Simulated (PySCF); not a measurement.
**CH₃ + 3 F₂ → CF₃ + 3 HF**

Level: PBE in the def2-TZVP basis family, all electrons, no relativity, computed in PySCF with density fitting; open shells unrestricted.

```tsv
species	state and structure	E (Eh)	ZPE (kJ/mol)	H(298 K) − H(0) (kJ/mol)	S° (J/(mol K))
CH₃	doublet, D3h, C–H 1.087 Å (×3)	-39.78814	76.4	10.5	194.8
F₂	singlet, D∞h, F–F 1.413 Å	-199.42304	6.0	8.8	202.5
CF₃	doublet, C3v, C–F 1.332 Å (×3); F–C–F 111.3° (×3)	-337.39715	30.3	11.7	265.7
HF	singlet, C∞v, H–F 0.932 Å	-100.39132	23.8	8.7	173.9
```

Q: What is the electronic reaction energy?

A: At PBE/def2-TZVP, ΔE = -1349.1 kJ/mol from the differences of the total energies times 2625.5, downhill. 

Q: Add zero-point, thermal and entropy terms for 298.15 K and 1 bar.

A: ΔZPE = 7.3 and Δ[H(298) − H(0)] = 0.9 kJ/mol give ΔH° = -1340.9 kJ/mol. ΔS° = -14.9 J/(mol K), so ΔG° = -1340.9 − 298.15 × (-0.0149) = -1336 kJ/mol.

Only the bonding shown was studied: isomers, or loss of a ligand pair, can lie lower.
